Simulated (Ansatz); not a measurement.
A made-up structure of BSiNH₃, doublet:

```json
{"atom": "B1", "x (Å)": "-0.0962", "y (Å)": "-1.0132", "z (Å)": "-0.0539"}
{"atom": "N2", "x (Å)": "-1.4059", "y (Å)": "-0.6522", "z (Å)": "0.0215"}
{"atom": "Si3", "x (Å)": "-0.0588", "y (Å)": "0.7640", "z (Å)": "0.0462"}
{"atom": "H4", "x (Å)": "0.5771", "y (Å)": "-1.9419", "z (Å)": "-0.1353"}
{"atom": "H5", "x (Å)": "0.4823", "y (Å)": "1.4342", "z (Å)": "-1.1609"}
{"atom": "H6", "x (Å)": "0.5842", "y (Å)": "1.2949", "z (Å)": "1.2724"}
```

It is relaxed with PBE-D4/def2-SVP and then PBE0-D4/def2-TZVP (Ansatz 0.2.0). Atoms count as bonded within 1.22 times the sum of their covalent radii (H–H: 0.88 Å). The end point is not checked to be a true minimum.

Problem. Does its bonding change? (A judgement: the text doesn't fix the answer.)

Solution. The calculation gives: Yes. Formed: none; broken: B1–Si3.

Where it ends: The first stage lowers the energy by 2.13 eV in 21 steps. It ends as BSiNH₃ ([BH][N][SiH2]):
B1  (-0.092, -1.695, -0.093)
N2  (0.074, -0.458, -0.028)
Si3  (0.468, 1.191, 0.049)
H4  (-0.253, -2.854, -0.154)
H5  (-0.108, 1.920, -1.114)
H6  (-0.006, 1.782, 1.330)
(Å)

Labels in which every atom is bracketed show which atoms are joined, not bond orders.

For scale, one of the runs: PBE0-D4/def2-TZVP relaxation, 117 basis functions, launched by `ansatz run in.yaml --threads 2 --pin off --events-out ev --progress --plain --max-ram 4352MiB`. Hardware: 2 CPU threads of an Arm Neoverse V1, shared host. Wall time about 14 s.
